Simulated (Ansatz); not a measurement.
Results of r²SCAN in Ansatz (plane waves, PAW) for hcp Ti.

Numerical settings: plane-wave cutoff 600 eV, 18×18×8 k mesh (along the axes of the cell as run), Fermi–Dirac smearing 0.1 eV, finite displacements, no spin polarisation, scalar-relativistic PAW data made under PBE.

The cell has the measured lattice parameters. Conventional cell: a = 2.9505 Å, b = 2.9505 Å, c = 4.6833 Å, α = 90.00°, β = 90.00°, γ = 120.00°.

```xyz
2
Lattice="2.9505 0.0000 0.0000 -1.4753 2.5552 0.0000 0.0000 0.0000 4.6833" Properties=species:S:1:pos:R:3 pbc="T T T"
Ti     1.4753     0.8517     3.5125
Ti     0.0000     1.7035     1.1708
```

Harmonic phonon frequencies (cm⁻¹; i marks an imaginary mode):

```
q point              frequencies
-------  -----------------------
Γ                              …
M        109 114 206 234 235 247
A        101 101 101 101 186 186
L                              …
```

What belongs in the gaps?


- Γ, frequencies: 0 0 0 139 139 167
- L, frequencies: 177 177 185 185 266 266

No imaginary mode appears at these points.

Note: the cell isn't this level's own, so it is under some stress, which shifts stiffness and frequencies.

Ansatz is an electronic-structure program.
